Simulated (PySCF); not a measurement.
# CH3+: a look at the electrons, part 3 of 3

Aim: take CH3+ and see where an electron leaves and enters, localise its valence orbitals, analyse its density (charges, bond critical points, surface potential), measure its response to a uniform field and compute its lowest excited states.

PySCF 2.14.0; Gaussian basis, gas phase.

**10. Excited states (CAM-B3LYP/6-31+g*)**

Input file input.py:

```python
import numpy as np
from pyscf import gto, scf, dft, tdscf
from pyscf.scf import atom_ks, atom_hf
from scipy.linalg import block_diag

def solve(mol, dm0=None, hcore=None):
    mf = (dft.UKS if mol.spin else dft.RKS)(mol, xc='camb3lyp')
    mf.grids.level = 3
    mf = mf.density_fit(auxbasis='def2-universal-jkfit')
    mf.conv_tol, mf.max_cycle = 1e-8, 80
    if hcore is not None:
        mf.get_hcore = lambda *args: hcore
    mf.kernel(dm0)
    if not mf.converged:
        mf = mf.newton().run(mf.mo_coeff, mf.mo_occ, max_cycle=30)
    assert mf.converged, 'SCF not converged'
    return mf

mol = gto.M(atom='''
C     -0.00001     0.00000     0.00000
H      0.97327     0.51825     0.00000
H     -0.03780    -1.10199     0.00000
H     -0.93543     0.58374     0.00000
''', basis='6-31+g*', charge=1, spin=0, verbose=4)
mf = solve(mol)
td = mf.TDA()
td.nstates, td.singlet, td.conv_tol = 6, False, 1e-5
td.kernel()
td.analyze()
x, y = np.array([p[0] for p in td.xy]), np.array([p[1] + 0 * p[0] for p in td.xy])
f, mu = np.zeros(len(td.e)), np.zeros((len(td.e), 3))
nto = [td.get_nto(state=i + 1, verbose=4) for i in range(len(td.e))]
# spherically averaged free atoms, for the promolecule
atm = atom_ks.get_atm_nrks(mol, xc='camb3lyp')
pro = block_diag(*[(atm[a[0]][2] * atm[a[0]][3]) @ atm[a[0]][2].T for a in mol._atom])
np.savez('result.npz', e=td.e, f=f, ok=td.converged, w=[n[0] for n in nto], nto=[n[1] for n in nto], x=x, y=y, c=mf.mo_coeff, occ=mf.mo_occ, eps=mf.mo_energy, pro=pro, mu=mu)
```

The run is started by

```
$ OMP_NUM_THREADS=1 python input.py
```

Standard output:

```text
[ENV] PYSCF_TMPDIR <dir>
[ENV] PYSCF_MAX_MEMORY 1650
[INPUT] verbose = 4
[INPUT] num. atoms = 4
[INPUT] num. electrons = 8
[INPUT] charge = 1
[INPUT] spin (= nelec alpha-beta = 2S) = 0
[INPUT] symmetry False subgroup None
[INPUT] Mole.unit = angstrom
[INPUT] Symbol           X                Y                Z      unit          X                Y                Z       unit  Magmom
[INPUT]  1 C     -0.000010000000   0.000000000000   0.000000000000 AA   -0.000018897261   0.000000000000   0.000000000000 Bohr   0.0
[INPUT]  2 H      0.973270000000   0.518250000000   0.000000000000 AA    1.839213745255   0.979350564056   0.000000000000 Bohr   0.0
[INPUT]  3 H     -0.037800000000  -1.101990000000   0.000000000000 AA   -0.071431647509  -2.082459292009   0.000000000000 Bohr   0.0
[INPUT]  4 H     -0.935430000000   0.583740000000   0.000000000000 AA   -1.767706508702   1.103108727954   0.000000000000 Bohr   0.0

nuclear repulsion = 9.46979332729158
number of shells = 14
number of NR pGTOs = 43
number of NR cGTOs = 24
basis = 6-31+g*
ecp = {}

******** <class 'pyscf.df.df_jk.DFRKS'> ********
method = DFRKS
initial guess = minao
damping factor = 0
level_shift factor = 0
DIIS = <class 'pyscf.scf.diis.CDIIS'>
diis_start_cycle = 1
diis_space = 8
diis_damp = 0
SCF conv_tol = 1e-08
SCF conv_tol_grad = None
SCF max_cycles = 80
direct_scf = False
XC library pyscf.dft.libxc version 7.0.0
    S. Lehtola, C. Steigemann, M. J.T. Oliveira, and M. A.L. Marques.,  SoftwareX 7, 1–5 (2018)
XC functionals = camb3lyp
    T. Yanai, D. P. Tew, and N. C. Handy.,  Chem. Phys. Lett. 393, 51 (2004)
radial grids:
    Treutler-Ahlrichs [JCP 102, 346 (1995); DOI:10.1063/1.469408] (M4) radial grids

becke partition: Becke, JCP 88, 2547 (1988); DOI:10.1063/1.454033
pruning grids: <function nwchem_prune at 0xe2ff0650f6a0>
grids dens level: 3
symmetrized grids: False
atomic radii adjust function: <function treutler_atomic_radii_adjust at 0xe2ff065505e0>
small_rho_cutoff = 0
Set gradient conv threshold to 0.0001
Initial guess from minao.
tot grids = 43544
******** <class 'pyscf.df.df.DF'> ********
auxbasis = def2-universal-jkfit
******** <class 'pyscf.df.df.DF'> ********
auxbasis = auxmol.basis = def2-universal-jkfit
init E= -39.578939998326
  HOMO = -0.460915353648626  LUMO = -0.181153105074222  gap/eV = 7.61272
cycle= 1 E= -39.408569300234  delta_E= 0.17  |g|= 0.33  |ddm|= 1.32
  HOMO = -0.925866313167263  LUMO = -0.515332154865441  gap/eV = 11.17120
cycle= 2 E= -39.4369439243991  delta_E= -0.0284  |g|= 0.199  |ddm|= 0.436
  HOMO = -0.85666618400448  LUMO = -0.430002328850914  gap/eV = 11.61011
cycle= 3 E= -39.447404220306  delta_E= -0.0105  |g|= 0.00659  |ddm|= 0.156
  HOMO = -0.850754690433615  LUMO = -0.424571091589124  gap/eV = 11.59705
cycle= 4 E= -39.4474252682829  delta_E= -2.1e-05  |g|= 0.000585  |ddm|= 0.0136
  HOMO = -0.850757731599795  LUMO = -0.424491916995021  gap/eV = 11.59928
cycle= 5 E= -39.4474254476211  delta_E= -1.79e-07  |g|= 4.49e-05  |ddm|= 0.00135
  HOMO = -0.850754775743631  LUMO = -0.424482495941575  gap/eV = 11.59946
cycle= 6 E= -39.447425448607  delta_E= -9.86e-10  |g|= 1.69e-06  |ddm|= 9.98e-05
  HOMO = -0.85075502244666  LUMO = -0.424482965562006  gap/eV = 11.59945
Extra cycle  E= -39.4474254486086  delta_E= -1.65e-12  |g|= 4.29e-07  |ddm|= 3.85e-06
converged SCF energy = -39.4474254486086

******** <class 'pyscf.tdscf.rks.TDA'> for <class 'pyscf.df.df_jk.DFRKS'> ********
nstates = 6 triplet
deg_eia_thresh = 1.000e-03
wfnsym = None
conv_tol = 1e-05
eigh lindep = 1e-12
eigh level_shift = 0
eigh max_cycle = 100

Excitation energies (eV)
[ 4.80567471  4.80599029 11.45846408 13.52908512 13.52953043 14.43832057]

** Triplet excitation energies and oscillator strengths **
Excited State   1:      4.80567 eV    258.00 nm  f=0.0000
       4 -> 5         0.70434
Excited State   2:      4.80599 eV    257.98 nm  f=0.0000
       3 -> 5         0.70434
Excited State   3:     11.45846 eV    108.20 nm  f=0.0000
       2 -> 5         0.70274
Excited State   4:     13.52909 eV     91.64 nm  f=0.0000
       4 -> 6         0.63238
       4 -> 12        0.21742
Excited State   5:     13.52953 eV     91.64 nm  f=0.0000
       3 -> 6        -0.63238
       3 -> 12       -0.21744
Excited State   6:     14.43832 eV     85.87 nm  f=0.0000
       2 -> 6         0.10848
       3 -> 8        -0.34762
       3 -> 11       -0.33975
       4 -> 7        -0.34778
       4 -> 10       -0.33989

** Transition electric dipole moments (AU) **
state          X           Y           Z        Dip. S.      Osc.
  1         0.0000      0.0000      0.0000      0.0000      0.0000
  2         0.0000      0.0000      0.0000      0.0000      0.0000
  3         0.0000      0.0000      0.0000      0.0000      0.0000
  4         0.0000      0.0000      0.0000      0.0000      0.0000
  5         0.0000      0.0000      0.0000      0.0000      0.0000
  6         0.0000      0.0000      0.0000      0.0000      0.0000

** Transition velocity dipole moments (imaginary part, AU) **
state          X           Y           Z        Dip. S.      Osc.
  1        -0.0000     -0.0000     -0.0000      0.0000      0.0000
  2        -0.0000     -0.0000     -0.0000      0.0000      0.0000
  3        -0.0000     -0.0000     -0.0000      0.0000      0.0000
  4        -0.0000     -0.0000     -0.0000      0.0000      0.0000
  5        -0.0000     -0.0000     -0.0000      0.0000      0.0000
  6        -0.0000     -0.0000     -0.0000      0.0000      0.0000

** Transition magnetic dipole moments (imaginary part, AU) **
state          X           Y           Z
  1        -0.0000     -0.0000     -0.0000
  2        -0.0000     -0.0000     -0.0000
  3        -0.0000     -0.0000     -0.0000
  4        -0.0000     -0.0000     -0.0000
  5        -0.0000     -0.0000     -0.0000
  6        -0.0000     -0.0000     -0.0000
State 1: 4.80567 eV  NTO largest component 0.999309470810653
    occ-NTO: 0.999945 (MO #4)
    vir-NTO: 0.996487 (MO #5)
State 2: 4.80599 eV  NTO largest component 0.9993094350959891
    occ-NTO: 0.999945 (MO #3)
    vir-NTO: 0.996487 (MO #5)
State 3: 11.4585 eV  NTO largest component 0.9979966248378783
    occ-NTO: 1.000000 (MO #2)
    vir-NTO: 0.994826 (MO #5)
State 4: 13.5291 eV  NTO largest component 0.9435279334257423
    occ-NTO: 0.999769 (MO #4)
    vir-NTO: 0.920644 (MO #6) + 0.316526 (MO #12)
State 5: 13.5295 eV  NTO largest component 0.9434390150412961
    occ-NTO: 0.999769 (MO #3)
    vir-NTO: 0.920696 (MO #6) + 0.316580 (MO #12)
State 6: 14.4383 eV  NTO largest component 0.48188499004459573
    occ-NTO: 0.999966 (MO #4)
    vir-NTO: 0.708517 (MO #7) + 0.692490 (MO #10)
Spherically averaged atomic KS for {'C', 'H'}

******** <class 'pyscf.scf.atom_ks.AtomSphAverageRKS'> ********
method = AtomSphAverageRKS
initial guess = vsap
damping factor = 0
level_shift factor = 0
diis_start_cycle = 1
diis_space = 12
SCF conv_tol = 1e-09
SCF conv_tol_grad = None
SCF max_cycles = 50
direct_scf = True
direct_scf_tol = 1e-13
XC library pyscf.dft.libxc version 7.0.0
    S. Lehtola, C. Steigemann, M. J.T. Oliveira, and M. A.L. Marques.,  SoftwareX 7, 1–5 (2018)
XC functionals = camb3lyp
    T. Yanai, D. P. Tew, and N. C. Handy.,  Chem. Phys. Lett. 393, 51 (2004)
radial grids:
    Treutler-Ahlrichs [JCP 102, 346 (1995); DOI:10.1063/1.469408] (M4) radial grids

becke partition: Becke, JCP 88, 2547 (1988); DOI:10.1063/1.454033
pruning grids: <function nwchem_prune at 0xe2ff0650f6a0>
grids dens level: 3
symmetrized grids: False
atomic radii adjust function: <function treutler_atomic_radii_adjust at 0xe2ff065505e0>
User specified grid scheme (100, 434)
small_rho_cutoff = 0
Set gradient conv threshold to 3.16228e-05
tot grids = 24752
init E= -28.0921086788474
cycle= 1 E= -28.1405799889578  delta_E= -0.0485  |g|=    0  |ddm|= 0.608
cycle= 2 E= -28.1541293038002  delta_E= -0.0135  |g|=    0  |ddm|= 0.395
cycle= 3 E= -28.1654113692628  delta_E= -0.0113  |g|=    0  |ddm|= 0.195
cycle= 4 E= -28.1658465943232  delta_E= -0.000435  |g|=    0  |ddm|= 0.0666
cycle= 5 E= -28.1661419347992  delta_E= -0.000295  |g|=    0  |ddm|= 0.033
cycle= 6 E= -28.1661557698805  delta_E= -1.38e-05  |g|=    0  |ddm|= 0.0117
cycle= 7 E= -28.1661648985818  delta_E= -9.13e-06  |g|=    0  |ddm|= 0.00584
cycle= 8 E= -28.16616533646  delta_E= -4.38e-07  |g|=    0  |ddm|= 0.00208
cycle= 9 E= -28.166165624017  delta_E= -2.88e-07  |g|=    0  |ddm|= 0.00104
cycle= 10 E= -28.1661656378631  delta_E= -1.38e-08  |g|=    0  |ddm|= 0.000369
cycle= 11 E= -28.1661656469483  delta_E= -9.09e-09  |g|=    0  |ddm|= 0.000185
cycle= 12 E= -28.166165647386  delta_E= -4.38e-10  |g|=    0  |ddm|= 6.57e-05
Extra cycle  E= -28.1661656475678  delta_E= -1.82e-10  |g|=    0  |ddm|= 4.23e-05
Atomic HF for atom  C  converged. SCF energy = -28.1661656475678

******** <class 'pyscf.scf.atom_ks.AtomSphAverageRKS'> ********
method = AtomSphAverageRKS
initial guess = vsap
damping factor = 0
level_shift factor = 0
diis_start_cycle = 1
diis_space = 12
SCF conv_tol = 1e-09
SCF conv_tol_grad = None
SCF max_cycles = 50
direct_scf = True
direct_scf_tol = 1e-13
XC library pyscf.dft.libxc version 7.0.0
    S. Lehtola, C. Steigemann, M. J.T. Oliveira, and M. A.L. Marques.,  SoftwareX 7, 1–5 (2018)
XC functionals = camb3lyp
    T. Yanai, D. P. Tew, and N. C. Handy.,  Chem. Phys. Lett. 393, 51 (2004)
radial grids:
    Treutler-Ahlrichs [JCP 102, 346 (1995); DOI:10.1063/1.469408] (M4) radial grids

becke partition: Becke, JCP 88, 2547 (1988); DOI:10.1063/1.454033
pruning grids: <function nwchem_prune at 0xe2ff0650f6a0>
grids dens level: 3
symmetrized grids: False
atomic radii adjust function: <function treutler_atomic_radii_adjust at 0xe2ff065505e0>
User specified grid scheme (100, 434)
small_rho_cutoff = 0
Set gradient conv threshold to 3.16228e-05
tot grids = 26240
init E= 9.0652279454702
cycle= 1 E= 9.06127311820558  delta_E= -0.00395  |g|=    0  |ddm|= 0.125
cycle= 2 E= 9.06127309336407  delta_E= -2.48e-08  |g|=    0  |ddm|= 0.000309
cycle= 3 E= 9.06127309336078  delta_E= -3.29e-12  |g|=    0  |ddm|= 3.55e-06
Extra cycle  E= 9.06127309336078  delta_E= -3.55e-15  |g|=    0  |ddm|= 4.08e-08
Atomic HF for atom  H  converged. SCF energy = 9.06127309336078
```

Wall time 6.1 s (1 thread of Arm Neoverse N1, shared host); peak memory 0.2 GiB.

**11. Analysis of result.npz**

TDA triplet states:

| state | energy (eV) | leading pair's weight |
| --- | --- | --- |
| T1 | 4.81 | 1.00 |
| T2 | 4.81 | 1.00 |
| T3 | 11.46 | 1.00 |
| T4 | 13.53 | 0.94 |
| T5 | 13.53 | 0.94 |
| T6 | 14.44 | 0.48 |

Natural transition orbitals.

11.46 eV (108 nm), spin-forbidden from the singlet ground state; the leading pair carries 100 %; hole on C1 (66 %) and H2, H3 and H4 (11 % each), electron on C1 (82 %) and H2, H3 and H4 (6 % each); their centroids lie 0.0 Å apart. In canonical orbitals it is mainly HOMO−2 → LUMO (99 %). The HOMO–LUMO gap is 11.60 eV.

Unrelaxed difference density.

0.51 e is displaced in all, of which about 0.2 e passes between atoms: H2, H3 and H4 (0.05 e each) lose electrons and C1 (0.15 e) gain them. The state: 11.46 eV (108 nm), spin-forbidden from the singlet ground state; the leading pair carries 100 %; hole on C1 (66 %) and H2, H3 and H4 (11 % each), electron on C1 (82 %) and H2, H3 and H4 (6 % each); their centroids lie 0.0 Å apart.

**12. Results**

What follows sums up all 3 parts.

| quantity | value |
| --- | --- |
| vertical electron affinity (wB97X/def2-svp) | 9.70 eV |
| localised occupied orbitals above −45 eV (TPSSh/def2-svpd) | 3 |
| dipole moment (TPSSh/def2-svpd) | 0.00 D |
| HOMO, LUMO (TPSSh/def2-svpd) | -20.82, -13.49 eV |
| polarisability along the field (HF/aug-cc-pvdz) | 9.9 bohr³ |
| lowest triplet excitation (CAM-B3LYP/6-31+g*) | 4.81 eV |

What this shows: At TPSSh/def2-svpd: The highest Hirshfeld charge is on C1 (+0.46 e), the lowest on H2, H3 and H4 (+0.18 e). The geometry was not optimised at these levels.
